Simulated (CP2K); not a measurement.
**C2H2F4 (norflurane) at 3 levels**

Wanted: a comparison of 3 runs (B3LYP/cc-pVDZ, PBE0/cc-pVDZ, wB97X/cc-pVDZ) of C2H2F4 (norflurane). 

Program for the calculation: CP2K 2026.2.

## (1) The structure to begin with

The species is C2H2F4 (8 atoms), meant as a singlet with charge 0. As SMILES, `FCC(F)(F)F`. The coordinates come from a PBE0-D4/def2-TZVP relaxation.

Bond lengths: F1–C2 1.364 Å, C2–C3 1.514 Å, C3–F4 1.332 Å, C3–F5 1.339 Å, C3–F6 1.332 Å, C2–H7 1.092 Å, C2–H8 1.092 Å. Some angles: F1–C2–C3 109.8°, C2–C3–F4 111.9°, C2–C3–F5 108.9°, C2–C3–F6 111.9°, F4–C3–F5 108.1°, F4–C3–F6 107.9°, F5–C3–F6 108.1°, F1–C2–H7 109.7°, F1–C2–H8 109.7°, C3–C2–H7 108.6°.

## (2) A single-point energy at B3LYP/cc-pVDZ (run 1)

job.inp reads:

```
&GLOBAL
  PROJECT_NAME job
  RUN_TYPE ENERGY
  PRINT_LEVEL MEDIUM
&END GLOBAL

&FORCE_EVAL
  METHOD Quickstep
  &DFT
    BASIS_SET_FILE_NAME ./cc_pvdz.basis
    POTENTIAL_FILE_NAME POTENTIAL
    &QS
      METHOD GAPW
      EPS_DEFAULT 1.0E-10
    &END QS
    &MGRID
      CUTOFF 280
      REL_CUTOFF 50
      NGRIDS 4
    &END MGRID
    &POISSON
      PERIODIC NONE
      POISSON_SOLVER MULTIPOLE
    &END POISSON
    &SCF
      SCF_GUESS ATOMIC
      EPS_SCF 1.0E-07
      MAX_SCF 100
      ADDED_MOS 10
      &DIAGONALIZATION
        ALGORITHM STANDARD
      &END DIAGONALIZATION
      &MIXING
        METHOD DIRECT_P_MIXING
        ALPHA 0.4
      &END MIXING
    &END SCF
    &XC
      &XC_FUNCTIONAL
        &HYB_GGA_XC_B3LYP
        &END HYB_GGA_XC_B3LYP
      &END XC_FUNCTIONAL
      &HF
        FRACTION 0.2
        &SCREENING
          EPS_SCHWARZ 1.0E-10
        &END SCREENING
        &MEMORY
          MAX_MEMORY 1050
        &END MEMORY
      &END HF
    &END XC
    &PRINT
      &MOMENTS
        PERIODIC F
        REFERENCE COM
        MAX_MOMENT 1
      &END MOMENTS
      &MO ON
        ENERGIES T
        OCCUPATION_NUMBERS T
        NDIGITS 6
        &EACH
          QS_SCF 0
        &END EACH
        ADD_LAST NUMERIC
      &END MO
      &LOWDIN ON
      &END LOWDIN
      &HIRSHFELD OFF
      &END HIRSHFELD
    &END PRINT
  &END DFT
  &SUBSYS
    &CELL
      ABC 9.6 9.9 9
      PERIODIC NONE
    &END CELL
    &COORD
      SCALED T
      F    0.46503646   0.35261111   0.60053333
      C    0.46643229   0.43025758   0.47532222
      C    0.51043229   0.57289394   0.51390000
      F    0.63784896   0.57663131   0.57244444
      F    0.51104688   0.64738889   0.38972222
      F    0.42336979   0.63039899   0.61027778
      H    0.54072396   0.38876263   0.39550000
      H    0.36215104   0.43356061   0.42685556
    &END COORD
    &KIND F
      BASIS_SET cc-pVDZ
      POTENTIAL ALL
      LEBEDEV_GRID 194
      RADIAL_GRID 100
    &END KIND
    &KIND C
      BASIS_SET cc-pVDZ
      POTENTIAL ALL
      LEBEDEV_GRID 194
      RADIAL_GRID 100
    &END KIND
    &KIND H
      BASIS_SET cc-pVDZ
      POTENTIAL ALL
      LEBEDEV_GRID 194
      RADIAL_GRID 100
    &END KIND
  &END SUBSYS
&END FORCE_EVAL
```

Command:

```bash
OMP_NUM_THREADS=1 cp2k.psmp -i job.inp -o job.out
```

The program printed:

```text
CP2K| version string:                                       CP2K version 2026.2
[...]
 GLOBAL| Method name                                                        CP2K
[...]
 GLOBAL| Run type                                                         ENERGY
[...]
 DFT| Spin restricted Kohn-Sham (RKS) calculation                            RKS
 DFT| Multiplicity                                                             1
[...]
 DFT| Charge                                                                   0
[...]
 FUNCTIONAL| HYB_GGA_XC_B3LYP:
[...]
 QS| Method:                                                                GAPW
[...]
 QS| Density cutoff [a.u.]:                                                140.0
[...]
 QS| Relative density cutoff [a.u.]:                                        25.0
[...]
                             - Atoms:                                          8
[...]
                             - Spherical basis functions:                     94
[...]
 Number of electrons:                                                         50
[...]
     1 P_Mix/Diag. 0.40E+00    6.6     0.93798292      -477.7878253289 -4.78E+02
[...]
    15 DIIS/Diag.  0.15E-07    1.2     0.00000001      -476.8016946970  5.68E-14
  *** SCF run converged in    15 steps ***
[...]
  Overlap energy of the core charge distribution:               0.00000179480359
  Self energy of the core charge distribution:               -479.29999989503398
  Core Hamiltonian energy:                                    -32.04717684446150
  Hartree energy:                                             103.40954269808789
  Exchange-correlation energy:                                -15.02301641203980
  Hartree-Fock Exchange energy:                               -10.28155266039631
[...]
                     Mulliken Population Analysis
 #  Atom  Element  Kind  Atomic population                           Net charge
       1     F        1          9.217782                             -0.217782
       2     C        2          5.777816                              0.222184
       3     C        2          5.604415                              0.395585
       4     F        1          9.152211                             -0.152211
       5     F        1          9.163697                             -0.163697
       6     F        1          9.152199                             -0.152199
       7     H        3          0.965990                              0.034010
       8     H        3          0.965890                              0.034110
 # Total charge                             50.000000                  0.000000
[...]
  Dipole moment [Debye]
    X= -0.4606455E+00 Y= -0.7788393E+00 Z= -0.1572473E+01  Total=      1.8142374
 ENERGY| Total FORCE_EVAL ( QS ) energy [hartree]           -476.801694697033270
[...]
```

Wall time 25 s (1 thread of Arm Neoverse V1, shared host); peak memory 0.55 GiB.

## (3) The energy at PBE0/cc-pVDZ (run 2)

mol.inp reads:

```
&GLOBAL
  PROJECT mol
  RUN_TYPE ENERGY
  PRINT_LEVEL MEDIUM
&END GLOBAL
&FORCE_EVAL
  METHOD QS
  &DFT
    BASIS_SET_FILE_NAME ./cc_pvdz.basis
    POTENTIAL_FILE_NAME POTENTIAL
    &QS
      METHOD GAPW
      EPS_DEFAULT 1.0E-10
    &END QS
    &MGRID
      CUTOFF 280
      REL_CUTOFF 50
      NGRIDS 4
    &END MGRID
    &POISSON
      PERIODIC NONE
      POISSON_SOLVER MULTIPOLE
    &END POISSON
    &SCF
      SCF_GUESS ATOMIC
      EPS_SCF 1.0E-06
      MAX_SCF 50
      &OT
        MINIMIZER DIIS
        PRECONDITIONER FULL_SINGLE_INVERSE
      &END OT
      &OUTER_SCF
        EPS_SCF 1.0E-06
        MAX_SCF 10
      &END OUTER_SCF
    &END SCF
    &XC
      &XC_FUNCTIONAL
        &HYB_GGA_XC_PBEH
        &END HYB_GGA_XC_PBEH
      &END XC_FUNCTIONAL
      &HF
        FRACTION 0.25
        &SCREENING
          EPS_SCHWARZ 1.0E-10
        &END SCREENING
        &MEMORY
          MAX_MEMORY 1050
        &END MEMORY
      &END HF
    &END XC
    &PRINT
      &MOMENTS
        PERIODIC F
        REFERENCE COM
        MAX_MOMENT 1
      &END MOMENTS
      &MO_CUBES
        NLUMO 1
        NHOMO -1
        WRITE_CUBE F
      &END MO_CUBES
      &LOWDIN ON
      &END LOWDIN
      &HIRSHFELD OFF
      &END HIRSHFELD
    &END PRINT
  &END DFT
  &SUBSYS
    &CELL
      ABC 9.6 9.9 9
      PERIODIC NONE
    &END CELL
    &COORD
      F     -0.224600    -1.506500     0.915200
      C     -0.211200    -0.737800    -0.211700
      C      0.211200     0.674300     0.135500
      F      1.434400     0.711300     0.662400
      F      0.217100     1.411800    -0.982100
      F     -0.624600     1.243600     1.002900
      H      0.502000    -1.148600    -0.930100
      H     -1.212300    -0.705100    -0.647900
    &END COORD
    &TOPOLOGY
      &CENTER_COORDINATES
      &END CENTER_COORDINATES
    &END TOPOLOGY
    &KIND F
      BASIS_SET cc-pVDZ
      POTENTIAL ALL
      LEBEDEV_GRID 194
      RADIAL_GRID 100
    &END KIND
    &KIND C
      BASIS_SET cc-pVDZ
      POTENTIAL ALL
      LEBEDEV_GRID 194
      RADIAL_GRID 100
    &END KIND
    &KIND H
      BASIS_SET cc-pVDZ
      POTENTIAL ALL
      LEBEDEV_GRID 194
      RADIAL_GRID 100
    &END KIND
  &END SUBSYS
&END FORCE_EVAL
```

Command:

```bash
OMP_NUM_THREADS=1 cp2k.psmp -i mol.inp > mol.out 2>&1
```

The program printed (excerpt; [...] marks lines left out):

```text
CP2K| version string:                                       CP2K version 2026.2
[...]
 GLOBAL| Method name                                                        CP2K
[...]
 GLOBAL| Run type                                                         ENERGY
[...]
 DFT| Spin restricted Kohn-Sham (RKS) calculation                            RKS
 DFT| Multiplicity                                                             1
[...]
 DFT| Charge                                                                   0
[...]
 FUNCTIONAL| HYB_GGA_XC_PBEH:
[...]
 QS| Method:                                                                GAPW
[...]
 QS| Density cutoff [a.u.]:                                                140.0
[...]
 QS| Relative density cutoff [a.u.]:                                        25.0
[...]
                             - Atoms:                                          8
[...]
                             - Spherical basis functions:                     94
[...]
 Number of electrons:                                                         50
[...]
     1 OT DIIS     0.80E-01    6.5     0.49705320      -453.9492245863 -4.54E+02
[...]
    16 OT DIIS     0.80E-01    1.1     0.00000094      -476.3451241663 -2.76E-11
  *** SCF run converged in    16 steps ***
[...]
  Overlap energy of the core charge distribution:               0.00000179480325
  Self energy of the core charge distribution:               -479.29999989503398
  Core Hamiltonian energy:                                    -32.25878236074306
  Hartree energy:                                             103.68242868890363
  Exchange-correlation energy:                                -14.14058842448178
  Hartree-Fock Exchange energy:                               -12.84720258187488
[...]
                     Mulliken Population Analysis
 #  Atom  Element  Kind  Atomic population                           Net charge
       1     F        1          9.224080                             -0.224080
       2     C        2          5.820131                              0.179869
       3     C        2          5.576297                              0.423703
       4     F        1          9.161966                             -0.161966
[...]
  Dipole moment [Debye]
    X= -0.4711646E+00 Y= -0.7931438E+00 Z= -0.1613552E+01  Total=      1.8586620
[...]
 HOMO - LUMO gap [eV] :   12.061869
 ENERGY| Total FORCE_EVAL ( QS ) energy [hartree]           -476.345124166297239
[...]
```

It took 2.3 min on 1 thread of Arm Neoverse V1, shared host; peak memory 0.55 GiB.

## (4) A single-point energy at wB97X/cc-pVDZ (run 3)

molecule.inp reads:

```
&GLOBAL
  PROJECT_NAME molecule
  RUN_TYPE ENERGY
  PRINT_LEVEL MEDIUM
&END GLOBAL

&FORCE_EVAL
  METHOD QS
  &DFT
    BASIS_SET_FILE_NAME ./cc_pvdz.basis
    POTENTIAL_FILE_NAME POTENTIAL
    # Quickstep
    &QS
      METHOD GAPW
      EPS_DEFAULT 1.0E-10
    &END QS
    # real-space grids
    &MGRID
      CUTOFF 280
      REL_CUTOFF 50
      NGRIDS 4
    &END MGRID
    # cluster boundary conditions
    &POISSON
      PERIODIC NONE
      POISSON_SOLVER MULTIPOLE
    &END POISSON
    &SCF
      SCF_GUESS ATOMIC
      EPS_SCF 1.0E-07
      MAX_SCF 150
      ADDED_MOS 5
      &DIAGONALIZATION
        ALGORITHM STANDARD
      &END DIAGONALIZATION
      &MIXING
        METHOD DIRECT_P_MIXING
        ALPHA 0.4
      &END MIXING
    &END SCF
    &XC
      &XC_FUNCTIONAL
        &HYB_GGA_XC_WB97X
        &END HYB_GGA_XC_WB97X
      &END XC_FUNCTIONAL
      &HF
        FRACTION 1.0
        &SCREENING
          EPS_SCHWARZ 1.0E-10
        &END SCREENING
        &INTERACTION_POTENTIAL
          POTENTIAL_TYPE MIX_CL
          SCALE_COULOMB 0.157706
          SCALE_LONGRANGE 0.842294
          OMEGA 0.3
        &END INTERACTION_POTENTIAL
        &MEMORY
          MAX_MEMORY 1050
        &END MEMORY
      &END HF
    &END XC
    # extra output
    &PRINT
      &MOMENTS
        PERIODIC F
        REFERENCE COM
        MAX_MOMENT 1
      &END MOMENTS
      &MO ON
        ENERGIES T
        OCCUPATION_NUMBERS T
        NDIGITS 6
        &EACH
          QS_SCF 0
        &END EACH
        ADD_LAST NUMERIC
      &END MO
      &LOWDIN ON
      &END LOWDIN
      &HIRSHFELD OFF
      &END HIRSHFELD
    &END PRINT
  &END DFT
  # atoms, cell and kinds
  &SUBSYS
    &CELL
      ABC 9.6 9.9 9
      PERIODIC NONE
    &END CELL
    &COORD
      UNIT bohr
      F     -0.4244325    -2.8468724     1.7294773
      C     -0.3991102    -1.3942399    -0.4000550
      C      0.3991102     1.2742423     0.2560579
      F      2.7106232     1.3441622     1.2517546
      F      0.4102595     2.6679153    -1.8559000
      F     -1.1803229     2.3500634     1.8952063
      H      0.9486425    -2.1705394    -1.7576343
      H     -2.2909150    -1.3324459    -1.2243536
    &END COORD
    &TOPOLOGY
      &CENTER_COORDINATES
      &END CENTER_COORDINATES
    &END TOPOLOGY
    &KIND F
      BASIS_SET cc-pVDZ
      POTENTIAL ALL
      LEBEDEV_GRID 194
      RADIAL_GRID 100
    &END KIND
    &KIND C
      BASIS_SET cc-pVDZ
      POTENTIAL ALL
      LEBEDEV_GRID 194
      RADIAL_GRID 100
    &END KIND
    &KIND H
      BASIS_SET cc-pVDZ
      POTENTIAL ALL
      LEBEDEV_GRID 194
      RADIAL_GRID 100
    &END KIND
  &END SUBSYS
&END FORCE_EVAL
```

Command:

```bash
OMP_NUM_THREADS=1 cp2k.psmp -i molecule.inp -o molecule.out
```

The program printed (excerpt; [...] marks lines left out):

```text
CP2K| version string:                                       CP2K version 2026.2
[...]
 GLOBAL| Method name                                                        CP2K
[...]
 GLOBAL| Run type                                                         ENERGY
[...]
 DFT| Spin restricted Kohn-Sham (RKS) calculation                            RKS
 DFT| Multiplicity                                                             1
[...]
 DFT| Charge                                                                   0
[...]
 FUNCTIONAL| HYB_GGA_XC_WB97X:
[...]
 QS| Method:                                                                GAPW
[...]
 QS| Density cutoff [a.u.]:                                                140.0
[...]
 QS| Relative density cutoff [a.u.]:                                        25.0
[...]
                             - Atoms:                                          8
[...]
                             - Spherical basis functions:                     94
[...]
 Number of electrons:                                                         50
[...]
     1 P_Mix/Diag. 0.40E+00    6.4     0.85024932      -477.8087272394 -4.78E+02
[...]
    17 DIIS/Diag.  0.70E-07    0.9     0.00000004      -476.7057916659 -5.12E-13
  *** SCF run converged in    17 steps ***
[...]
  Overlap energy of the core charge distribution:               0.00000179480287
  Self energy of the core charge distribution:               -479.29999989503398
  Core Hamiltonian energy:                                    -32.23222663861056
  Hartree energy:                                             103.62026685607712
  Exchange-correlation energy:                                -11.25333953006706
  Hartree-Fock Exchange energy:                               -14.88066787004507
[...]
                     Mulliken Population Analysis
 #  Atom  Element  Kind  Atomic population                           Net charge
       1     F        1          9.215120                             -0.215120
       2     C        2          5.813069                              0.186931
       3     C        2          5.614205                              0.385795
       4     F        1          9.150115                             -0.150115
[...]
  Dipole moment [Debye]
    X= -0.4807624E+00 Y= -0.8113222E+00 Z= -0.1642868E+01  Total=      1.8943052
 ENERGY| Total FORCE_EVAL ( QS ) energy [hartree]           -476.705791665875836
[...]
```

Wall time 22 s (1 thread of Arm Neoverse V1, shared host); peak memory 0.55 GiB.

## (5) Overview of the runs

```csv
run,level,SCF convergence threshold,iteration cap,energy (Eh),dipole moment (D),HOMO energy (eV),LUMO energy (eV),wall time
1,B3LYP/cc-pVDZ,1e-07,100,-476.801695,1.81,-9.79,1.62,25 s
2,PBE0/cc-pVDZ,1e-06,50,-476.345124,1.86,-10.11,1.95,2.3 min
3,wB97X/cc-pVDZ,1e-07,150,-476.705792,1.89,-12.60,4.27,22 s
```

## (6) What came out

```
            quantity          value
 run 3: total energy  -476.70579 Eh
run 3: dipole moment         1.89 D
  run 3: HOMO energy      -12.60 eV
  run 3: LUMO energy        4.27 eV
run 3: HOMO–LUMO gap       16.87 eV
```

What this shows: The dipole moment (its size) runs from 1.81 D (B3LYP/cc-pVDZ) to 1.89 D (wB97X/cc-pVDZ). The HOMO–LUMO gap runs from 11.41 eV (B3LYP/cc-pVDZ) to 16.87 eV (wB97X/cc-pVDZ). Totals of different functionals can't be ranked against each other. All runs together took 3.1 min, the longest 2.3 min.
